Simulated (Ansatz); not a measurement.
Species: SiO, charge 0, multiplicity 1. 
Coordinates optimised at B3LYP-D3(BJ)/def2-TZVP (Ansatz, a quantum-chemistry and plane-wave program):
```xyz
2

Si     0.0000     0.0000    -0.5502
O      0.0000     0.0000     0.9629
```
Charge 0, spin multiplicity 1.

Basis-set convergence of Hartree-Fock and CCSD(T) correlation energies (hartree) with Ansatz. Cores are frozen in the correlated levels unless marked. No spin-orbit coupling. No relativistic terms.

```
basis            functions       E(HF)  E(corr, CCSD(T))
---------------  ---------  ----------  ----------------
aug-cc-pV(D+d)Z         55  -363.81252          -0.30665
aug-cc-pV(T+d)Z        101  -363.84521          -0.36281
aug-cc-pV(Q+d)Z        169  -363.85265          -0.38195
```

Extrapolating the two largest sets (X = 3 and 4) as X^-3: E(corr) = (64·(-0.38195) - 27·(-0.36281))/37 = -0.3959 Eh, an estimate of the basis-set limit. The largest set recovers 96.5 % of it, the smallest 77.5 %.
